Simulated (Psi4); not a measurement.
**doublet [S2F2]+ at 4 levels**

Wanted: a comparison of 4 runs (UHF/STO-3G, UHSE06/def2-SVPD, UTPSSh/def2-SVPD, UMP3/def2-SVPD) of doublet [S2F2]+. 

The calculation is run with Psi4 1.11.

**1. Starting point**

The species is [S2F2]+ (4 atoms), meant as a doublet with charge +1. As SMILES of the parent species, `FS(F)=S`. The shape is that of a PBE0-D4/def2-TZVP optimisation. That shape belongs to the parent species and isn't relaxed for this state.

Bond lengths: F1–S2 1.606 Å, S2–F3 1.606 Å, S2–S4 1.859 Å. Angles: F1–S2–F3 92.0°, F1–S2–S4 107.9°, F3–S2–S4 107.9°.

**2. Energy and gradient at UHF/STO-3G (run 1)**

Contents of f2s2.in:

```
memory 1600 MB

molecule mol {
  1 2
  F
  S 1 1.605866
  F 2 1.605882 1 92.01851
  S 2 1.858539 1 107.91931 3 -109.56975
  units angstrom
  symmetry c1
}

set globals {
  basis STO-3G
  reference uhf
  puream true
  e_convergence 1e-09
  d_convergence 1e-08
  scf_type pk
  maxiter 100
}

gradient("scf")
print_variables()
```

Started as:

```console
psi4 -i f2s2.in -o f2s2.out -n 1
```

f2s2.out:

```text
[...]
  Running in c1 symmetry.
[...]
  Nuclear repulsion =  240.671039639156533
[...]
  Multiplicity = 2
[...]
  Nalpha       = 25
  Nbeta        = 24
[...]
    Number of basis functions: 28
[...]
   @UHF iter   1:  -981.77250983987824   -6.96108e-01   1.87314e-02 DIIS/ADIIS
[...]
   @UHF iter  18:  -982.06265862115106   -5.68434e-13   5.92888e-09 DIIS
[...]
   @S^2 Observed:                7.593467532E-01
[...]
    Orbital Energies [Eh]
    ---------------------
    Alpha Occupied:
       1A    -91.394880     2A    -91.128837     3A    -26.312327
       4A    -26.312154     5A     -9.263926     6A     -9.030825
       7A     -6.896777     8A     -6.893662     9A     -6.890228
      10A     -6.676696    11A     -6.659706    12A     -6.650646
      13A     -1.874851    14A     -1.813055    15A     -1.382135
      16A     -1.099689    17A     -0.909680    18A     -0.907843
      19A     -0.887879    20A     -0.827927    21A     -0.790110
      22A     -0.788474    23A     -0.706665    24A     -0.635477
      25A     -0.619461
    Alpha Virtual:
[...]
  @UHF Final Energy:  -982.06265862115106
   => Energetics <=
    Nuclear Repulsion Energy =            240.6710396391565325
    One-Electron Energy =               -1831.7354456240548188
    Two-Electron Energy =                 609.0017473637471994
    Total Energy =                       -982.0626586211510585
  UHF NO Occupations:
  HONO-2 :   23  A 1.9983901
  HONO-1 :   24  A 1.9976753
[...]
 Multipole Moments:
 ------------------------------------------------------------------------------------
     Multipole            Electronic (a.u.)      Nuclear  (a.u.)        Total (a.u.)
 ------------------------------------------------------------------------------------
 L = 1.  Multiply by 2.5417464519 to convert [e a0] to [Debye]
 Dipole X            :          0.9275106           -1.0023556           -0.0748450
 Dipole Y            :         -0.9343852            1.3217785            0.3873933
 Dipole Z            :         -0.9020325            1.2760114            0.3739789
 Magnitude           :                                                    0.5436318
[...]
  -Total Gradient:
     Atom            X                  Y                   Z
    ------   -----------------  -----------------  -----------------
       1        0.001830965698    -0.007806990113     0.046215675469
       2       -0.165484199110     0.017672822894     0.017046590228
       3        0.001830653749     0.045897108542    -0.009429222581
       4        0.161822579668    -0.055762941314    -0.053833043114
[...]
```

Wall time 2.8 s (1 thread of Intel Xeon at 2.70GHz, shared host); peak memory 0.18 GiB.

**3. Energy and forces at UHSE06/def2-SVPD (run 2)**

Contents of f2s2.py:

```python
import psi4

psi4.set_memory(1600000000)
psi4.set_num_threads(1)
psi4.core.set_output_file('f2s2.out', False)

molecule = psi4.geometry("""
1 2
F      1.38881642     0.63644086     2.26587611
S     -0.90875040    -0.17020763     0.45491377
F      0.59235355    -2.61243298    -0.54082072
S     -1.07243847     2.14618086    -2.17996916
units bohr
symmetry c1
""")

psi4.set_options({
    'basis': 'def2-SVPD',
    'reference': 'uks',
    'puream': True,
    'e_convergence': 1e-09,
    'd_convergence': 1e-08,
    'scf_type': 'pk',
    'dft_radial_points': 99,
    'dft_spherical_points': 590,
    'maxiter': 100,
})

e_tot, wfn = psi4.gradient('hse06', return_wfn=True)
psi4.oeprop(wfn, 'QUADRUPOLE', 'LOWDIN_CHARGES', 'WIBERG_LOWDIN_INDICES', title='HSE06')
print('gradient / Eh bohr^-1')
print(e_tot.np.round(6))
print(f'energy = {wfn.energy():.10f} Eh')
```

Started as:

```console
python f2s2.py
```

f2s2.out:

```text
[...]
  Running in c1 symmetry.
[...]
  Nuclear repulsion =  240.671041810069113
[...]
  Multiplicity = 2
[...]
  Nalpha       = 25
  Nbeta        = 24
[...]
    Number of basis functions: 100
[...]
   @UKS iter   1:  -994.74177060206796    6.25253e-01   4.61925e-03 DIIS/ADIIS
[...]
   @UKS iter  15:  -994.83385722595233   -2.27374e-11   3.06122e-09 DIIS
[...]
   @S^2 Observed:                7.576782985E-01
[...]
  @UKS Final Energy:  -994.83385722595233
   => Energetics <=
    Nuclear Repulsion Energy =            240.6710418100691129
    One-Electron Energy =               -1841.4849220907067320
    Two-Electron Energy =                 660.8062989990274900
    DFT Exchange-Correlation Energy =     -54.8262759443420649
    Empirical Dispersion Energy =           0.0000000000000000
    VV10 Nonlocal Energy =                  0.0000000000000000
    Total Energy =                       -994.8338572259523289
[...]
  -Total Gradient:
     Atom            X                  Y                   Z
    ------   -----------------  -----------------  -----------------
       1        0.012107672289    -0.000785408877     0.004462964148
       2       -0.026195695249     0.042334607212    -0.041561014152
       3        0.010472693986    -0.007477454524    -0.001315527418
       4        0.003632413322    -0.034099700832     0.038441100638
[...]
 Multipole Moments:
 ------------------------------------------------------------------------------------
     Multipole            Electronic (a.u.)      Nuclear  (a.u.)        Total (a.u.)
 ------------------------------------------------------------------------------------
 L = 1.  Multiply by 2.5417464519 to convert [e a0] to [Debye]
 Dipole X            :          0.4546818           -1.2613671           -0.8066854
 Dipole Y            :         -0.5643270            1.2580585            0.6937316
 Dipole Z            :          0.5242316           -1.0982994           -0.5740679
 Magnitude           :                                                    1.2089494
 L = 2.  Multiply by 1.3450342976 to convert [e a0^2] to [Debye ang]
 Quadrupole XX       :        -70.6571808           48.3175884          -22.3395924
 Quadrupole XY       :         35.9260580          -36.5190475           -0.5929895
[...]
```

The script printed:

```text
gradient / Eh bohr^-1
[[ 0.012108 -0.000785  0.004463]
 [-0.026196  0.042335 -0.041561]
 [ 0.010473 -0.007477 -0.001316]
 [ 0.003632 -0.0341    0.038441]]
energy = -994.8338572260 Eh
```

It took 51 s on 1 thread of Intel Xeon at 2.70GHz, shared host; peak memory 0.78 GiB.

Run 3 isn't shown in full; the table further down has it.

**4. The energy at UMP3/def2-SVPD (run 4)**

Contents of f2s2.json:

```json
{
  "schema_name": "qcschema_input",
  "schema_version": 1,
  "molecule": {
    "schema_name": "qcschema_molecule",
    "schema_version": 2,
    "symbols": ["F", "S", "F", "S"],
    "geometry": [1.38881642, 0.63644086, 2.26587611, -0.9087504, -0.17020763, 0.45491377, 0.59235355, -2.61243298, -0.54082072, -1.07243847, 2.14618086, -2.17996916],
    "molecular_charge": 1,
    "molecular_multiplicity": 2,
    "fix_symmetry": "c1",
    "fix_com": true,
    "fix_orientation": true
  },
  "driver": "energy",
  "model": {
    "method": "mp3",
    "basis": "def2-SVPD"
  },
  "keywords": {
    "reference": "uhf",
    "puream": true,
    "e_convergence": 1e-09,
    "d_convergence": 1e-08,
    "scf_type": "pk",
    "num_frozen_docc": 12,
    "maxiter": 100,
    "mp_type": "conv"
  }
}
```

Started as:

```console
psi4 --qcschema f2s2.json -n 1 --memory 1600MB
```

stdout:

```text
[...]
  Running in c1 symmetry.
[...]
  Nuclear repulsion =  240.671041810069113
[...]
  Multiplicity = 2
[...]
  Nalpha       = 25
  Nbeta        = 24
[...]
    Number of basis functions: 100
[...]
   @UHF iter   1:  -992.89483852525234    4.98722e-01   5.72929e-03 ADIIS/DIIS
[...]
   @UHF iter  20:  -993.10538865093986   -8.98126e-12   5.60809e-09 DIIS
[...]
   @S^2 Observed:                7.710229325E-01
[...]
    Orbital Energies [Eh]
    ---------------------
    Alpha Occupied:
       1A    -92.469451     2A    -92.292137     3A    -26.612124
       4A    -26.612120     5A     -9.478313     6A     -9.327544
       7A     -7.165318     8A     -7.163667     9A     -7.161061
      10A     -7.026635    11A     -7.010695    12A     -7.006752
      13A     -1.921129    14A     -1.861583    15A     -1.447974
      16A     -1.196960    17A     -1.038326    18A     -1.024171
      19A     -1.005331    20A     -0.955703    21A     -0.927799
      22A     -0.918314    23A     -0.810685    24A     -0.745938
      25A     -0.727908
    Alpha Virtual:
[...]
  @UHF Final Energy:  -993.10538865093986
   => Energetics <=
    Nuclear Repulsion Energy =            240.6710418100691129
    One-Electron Energy =               -1840.7897179389674420
    Two-Electron Energy =                 607.0132874779585563
    Total Energy =                       -993.1053886509398581
  UHF NO Occupations:
  HONO-2 :   23  A 1.9956641
  HONO-1 :   24  A 1.9950032
[...]
 Multipole Moments:
 ------------------------------------------------------------------------------------
     Multipole            Electronic (a.u.)      Nuclear  (a.u.)        Total (a.u.)
 ------------------------------------------------------------------------------------
 L = 1.  Multiply by 2.5417464519 to convert [e a0] to [Debye]
 Dipole X            :         12.6868140          -13.8684922           -1.1816781
 Dipole Y            :        -12.8318040           13.8316426            0.9998386
 Dipole Z            :         11.2533987          -12.0753877           -0.8219890
 Magnitude           :                                                    1.7526284
[...]
	SCS-MP2 Total Energy (a.u.)        :  -993.72865156087607
	SOS-MP2 Total Energy (a.u.)        :  -993.71650940449115
[...]
	SOS-PI-MP2 Total Energy (a.u.)     :  -993.76351869322582
[...]
	MP2 Total Energy (a.u.)            :  -993.75293587364592
[...]
	SCS-MP3 Total Energy (a.u.)        :  -993.73158802196372
[...]
	MP3 Total Energy (a.u.)            :  -993.76468171799661
[...]
```

The result, in JSON:

```text
{
 "driver": "energy",
 "model": {
  "method": "mp3",
  "basis": "def2-SVPD"
 },
 "success": true,
 "return_result": -993.7646817179966,
 "properties": {
  "calcinfo_nbasis": 100,
  "calcinfo_nmo": 100,
  "calcinfo_nalpha": 25,
  "calcinfo_nbeta": 24,
  "calcinfo_natom": 4,
  "nuclear_repulsion_energy": 240.6710418100691,
  "return_energy": -993.7646817179966,
  "scf_one_electron_energy": -1840.7897179389674,
  "scf_two_electron_energy": 607.0132874779586,
  "scf_dipole_moment": [-1.181678148142037, 0.9998385916695618, -0.8219889921616286],
  "scf_total_energy": -993.1053886509399,
  "scf_iterations": 20,
  "mp2_same_spin_correlation_energy": -0.1774543353589552,
  "mp2_opposite_spin_correlation_energy": -0.47009288734711535,
  "mp2_singles_energy": 0.0,
  "mp2_doubles_energy": -0.6475472227060706,
  "mp2_correlation_energy": -0.6475472227060663,
  "mp2_total_energy": -993.7529358736459
 }
}
```

It took 23 s on 1 thread of Intel Xeon at 2.70GHz, shared host; peak memory 0.79 GiB.

**5. Overview of the runs**

```
run             level         integration grid      task  energy (Eh)  HOMO energy (eV)  LUMO energy (eV)   ⟨S²⟩  wall time
  1        UHF/STO-3G                        –  gradient  -982.062659            -15.88             -3.80  0.759      2.8 s
  2  UHSE06/def2-SVPD  99 radial × 590 angular  gradient  -994.833857            -15.87            -13.39  0.758       51 s
  3  UTPSSh/def2-SVPD  99 radial × 590 angular  gradient  -995.273580            -15.59            -13.55  0.757       61 s
  4    UMP3/def2-SVPD                        –    energy  -993.764682            -19.11             -8.46  0.771       23 s
```

**6. Outcome**

| quantity | value |
| --- | --- |
| run 4: total energy | -993.76468 Eh |
| run 4: HOMO energy (Hartree–Fock orbitals) (highest over α and β) | -19.11 eV |
| run 4: LUMO energy (Hartree–Fock orbitals) (lowest over α and β) | -8.46 eV |
| run 4: correlation energy (12 core orbitals frozen) | -659.3 mEh |
| run 4: ⟨S²⟩ of the reference determinant | 0.771 |

Totals of different functionals can't be ranked against each other. In run 1 the basis is minimal, so the values are rough. All runs together took 2.3 min, the longest 61 s.
